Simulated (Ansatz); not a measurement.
Cartesian coordinates (Å):
SMILES: [Al]([F])([F])[F]
```xyz
4

F     -0.9098    -1.3710    -0.0007
Al     0.0000     0.0000     0.0000
F      1.6422    -0.1024     0.0002
F     -0.7324     1.4734     0.0006
```
Charge 0, spin multiplicity 1.

Calculation: frozen-core CCSD(T)/cc-pVTZ // B3LYP-D3(BJ)/def2-SVP run with Ansatz (a quantum-chemistry and plane-wave program).

```json
{
  "HF energy": "-540.59261 Ha",
  "MP2 correlation energy": "-0.83228 Ha"
}
```

Q: Estimate the CCSD correlation energy, the (T) correction, the total energy and the T1 diagnostic.

A: 
```json
{
  "CCSD correlation energy": "-0.82799 Ha",
  "(T) correction": "-0.02312 Ha",
  "CCSD(T) total energy": "-541.44372 Ha",
  "T1 diagnostic": "0.013"
}
```
